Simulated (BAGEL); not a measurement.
**quartet C3H3O2: levels of theory compared**

Wanted: a comparison of 3 runs (UHF/STO-3G, UHF/3-21G, UHF/6-31G*) of quartet C3H3O2. 

Program for the calculation: BAGEL 1.2.2.

3 further runs of the same task are left out: 2 that didn't finish, 1 set aside as unsound or not needed.

**1. The system as given**

The species is C3H3O2 (8 atoms), meant as a quartet with charge 0. As SMILES of the parent species, `O=C[C]1CO1`. The coordinates come from a GFN2-xTB relaxation. This is one conformer, not always the lowest. That shape belongs to the parent species and isn't relaxed for this state.

Bond lengths: O1–C2 1.227 Å, C2–C3 1.397 Å, C3–C4 1.439 Å, C3–O5 1.324 Å, C4–O5 1.444 Å, C2–H6 1.104 Å, C4–H7 1.083 Å, C4–H8 1.083 Å. Some angles: O1–C2–C3 125.4°, C2–C3–C4 154.1°, C2–C3–O5 143.0°, C4–C3–O5 62.8°, C3–C4–O5 54.7°, C3–O5–C4 62.5°, O1–C2–H6 121.8°, C3–C2–H6 112.8°, C3–C4–H7 120.2°, C3–C4–H8 120.3°.

**2. The energy at UHF/STO-3G (density fitting with qzvpp-jkfit) (run 1)**

Contents of input.json:

```json
{ "bagel": [

{
  "title": "molecule",
  "basis": "sto-3g",
  "df_basis": "qzvpp-jkfit",
  "angstrom": true,
  "geometry": [
    { "atom": "O", "xyz": [       0.495090,       1.429710,       1.979240 ] },
    { "atom": "C", "xyz": [      -0.163410,       1.052780,       1.015290 ] },
    { "atom": "C", "xyz": [       0.181300,       0.002970,       0.161280 ] },
    { "atom": "C", "xyz": [      -0.020730,      -0.869620,      -0.965510 ] },
    { "atom": "O", "xyz": [       1.112550,      -0.908360,      -0.071810 ] },
    { "atom": "H", "xyz": [      -1.116540,       1.535710,       0.736700 ] },
    { "atom": "H", "xyz": [       0.203110,      -0.526720,      -1.968120 ] },
    { "atom": "H", "xyz": [      -0.691380,      -1.716470,      -0.887070 ] }
  ]
},

{ "title": "uhf", "nopen": 3 },

{ "title": "print", "file": "orbitals.molden", "orbitals": true }

]}
```

On the command line:

```sh
$ BAGEL_NUM_THREADS=1 BAGEL input.json > input.out
```

What it wrote:

```text
* using 1 threads per process

  ===============================================================
  ===============================================================

  *** Geometry ***

  { "atom" : "O", "xyz" : [      0.935585,      2.701760,      3.740222 ] },
  { "atom" : "C", "xyz" : [     -0.308800,      1.989466,      1.918620 ] },
  { "atom" : "C", "xyz" : [      0.342607,      0.005612,      0.304775 ] },
[... 4 lines of this table left out ...]
  { "atom" : "H", "xyz" : [     -1.306519,     -3.243658,     -1.676319 ] },

  Number of auxiliary basis functions:      433

  Since a DF basis is specified, we compute 2- and 3-index integrals:
    o Being stored without compression. Storage requirement is 0.003 GB

  Number of basis functions:       28
  Number of electrons      :       37

    * METHOD: MOLECULE                             0.11

  *** Open-shell HF ***

  === Nuclear Repulsion ===
   155.2149635215

      * DIIS with orbital gradients will be used.

  === UHF iteration (sto-3g) ===
      0       -261.12496712          0.04467369           0.02
      1       -261.30643190          0.02656509           0.02
      2       -261.36281032          0.01106157           0.02
[... 20 lines of this table left out ...]
     23       -261.37699834          0.00000001           0.02
    * SCF iteration converged.

    * S^2 (UHF) is 3.7706

    * Permanent dipole moment:
           (    0.587427,    -0.196218,     0.279204) a.u.

    * METHOD: UHF                                  0.59

    * METHOD: PRINT                                0.00

  ===============================================================
```

Run time: 0.94 s. Hardware: 1 thread of Arm Neoverse V2, shared host.

**3. The energy at UHF/3-21G (density fitting with qzvpp-jkfit) (run 2)**

input.json, as its differences from that of step 2:

```diff
@@ -4,3 +4,3 @@
   "title": "molecule",
-  "basis": "sto-3g",
+  "basis": "3-21g",
   "df_basis": "qzvpp-jkfit",
@@ -19,5 +19,12 @@
 
-{ "title": "uhf", "nopen": 3 },
+{
+  "title": "uhf",
+  "nopen": 3
+},
 
-{ "title": "print", "file": "orbitals.molden", "orbitals": true }
+{
+  "title": "print",
+  "file": "orbitals.molden",
+  "orbitals": true
+}
```

On the command line:

```sh
$ BAGEL_NUM_THREADS=1 BAGEL input.json > input.out
```

What it wrote:

```text
* using 1 threads per process

  ===============================================================
  ===============================================================

  *** Geometry ***

  { "atom" : "O", "xyz" : [      0.935585,      2.701760,      3.740222 ] },
  { "atom" : "C", "xyz" : [     -0.308800,      1.989466,      1.918620 ] },
  { "atom" : "C", "xyz" : [      0.342607,      0.005612,      0.304775 ] },
[... 4 lines of this table left out ...]
  { "atom" : "H", "xyz" : [     -1.306519,     -3.243658,     -1.676319 ] },

  Number of auxiliary basis functions:      433

  Since a DF basis is specified, we compute 2- and 3-index integrals:
    o Being stored without compression. Storage requirement is 0.009 GB

  Number of basis functions:       51
  Number of electrons      :       37

    * METHOD: MOLECULE                             0.12

  *** Open-shell HF ***

  === Nuclear Repulsion ===
   155.2149635215

      * DIIS with orbital gradients will be used.

  === UHF iteration (3-21g) ===
      0       -263.04843005          0.04664714           0.04
      1       -263.18394976          0.03788797           0.04
      2       -263.24582857          0.02480284           0.05
[... 22 lines of this table left out ...]
     25       -263.28697976          0.00000001           0.05
    * SCF iteration converged.

    * S^2 (UHF) is 3.7778

    * Permanent dipole moment:
           (    1.057387,    -0.187315,     0.681673) a.u.

    * METHOD: UHF                                  1.25

    * METHOD: PRINT                                0.01

  ===============================================================
```

Wall time 1.6 s (1 thread of Arm Neoverse V2, shared host).

**4. The energy at UHF/6-31G(d) (density fitting with qzvpp-jkfit, spherical functions) (run 3)**

Contents of calc.json:

```json
{ "bagel": [

{
  "title": "molecule",
  "basis": "6-31gs.json",
  "df_basis": "qzvpp-jkfit",
  "angstrom": true,
  "geometry": [
    { "atom": "O", "xyz": [       0.495090,       1.429710,       1.979240 ] },
    { "atom": "C", "xyz": [      -0.163410,       1.052780,       1.015290 ] },
    { "atom": "C", "xyz": [       0.181300,       0.002970,       0.161280 ] },
    { "atom": "C", "xyz": [      -0.020730,      -0.869620,      -0.965510 ] },
    { "atom": "O", "xyz": [       1.112550,      -0.908360,      -0.071810 ] },
    { "atom": "H", "xyz": [      -1.116540,       1.535710,       0.736700 ] },
    { "atom": "H", "xyz": [       0.203110,      -0.526720,      -1.968120 ] },
    { "atom": "H", "xyz": [      -0.691380,      -1.716470,      -0.887070 ] }
  ]
},

{ "title": "uhf", "nopen": 3 },

{ "title": "print", "file": "orbitals.molden", "orbitals": true }

]}
```

The basis set 6-31G* is read from a file made from the Basis Set Exchange's data (not shown).

On the command line:

```sh
$ BAGEL_NUM_THREADS=1 BAGEL calc.json > calc.out
```

What it wrote:

```text
* using 1 threads per process

  ===============================================================
  ===============================================================

  *** Geometry ***

  { "atom" : "O", "xyz" : [      0.935585,      2.701760,      3.740222 ] },
  { "atom" : "C", "xyz" : [     -0.308800,      1.989466,      1.918620 ] },
  { "atom" : "C", "xyz" : [      0.342607,      0.005612,      0.304775 ] },
[... 4 lines of this table left out ...]
  { "atom" : "H", "xyz" : [     -1.306519,     -3.243658,     -1.676319 ] },

  Number of auxiliary basis functions:      433

  Since a DF basis is specified, we compute 2- and 3-index integrals:
    o Being stored without compression. Storage requirement is 0.020 GB

  Number of basis functions:       76
  Number of electrons      :       37

    * METHOD: MOLECULE                             0.16

  *** Open-shell HF ***

  === Nuclear Repulsion ===
   155.2149635215

      * DIIS with orbital gradients will be used.

  === UHF iteration (6-31gs.json) ===
      0       -264.43931831          0.04307310           0.07
      1       -264.59032993          0.03889058           0.07
      2       -264.68471691          0.02802643           0.07
[... 25 lines of this table left out ...]
     28       -264.78862016          0.00000001           0.07
    * SCF iteration converged.

    * S^2 (UHF) is 3.7824

    * Permanent dipole moment:
           (    0.945390,    -0.177652,     0.597572) a.u.

    * METHOD: UHF                                  2.19

    * METHOD: PRINT                                0.01

  ===============================================================
```

It took 2.6 s on 1 thread of Arm Neoverse V2, shared host; peak memory 0.093 GiB.

**5. The series**

| run | level | energy (Eh) | dipole moment (D) | ⟨S²⟩ | wall time |
| --- | --- | --- | --- | --- | --- |
| 1 | UHF/STO-3G (density fitting with qzvpp-jkfit) | -261.376998 | 1.73 | 3.771 | 0.94 s |
| 2 | UHF/3-21G (density fitting with qzvpp-jkfit) | -263.286980 | 3.23 | 3.778 | 1.6 s |
| 3 | UHF/6-31G* (density fitting with qzvpp-jkfit, spherical functions) | -264.788620 | 2.88 | 3.782 | 2.6 s |

**6. Outcome**

```
            quantity          value
 run 3: total energy  -264.78862 Eh
run 3: dipole moment         2.88 D
         run 3: ⟨S²⟩          3.782
```

What this shows: The dipole moment (its size) runs from 1.73 D (UHF/STO-3G) to 3.23 D (UHF/3-21G). In run 1 the basis is minimal, so the values are rough. All runs together took 5.2 s, the longest 2.6 s.
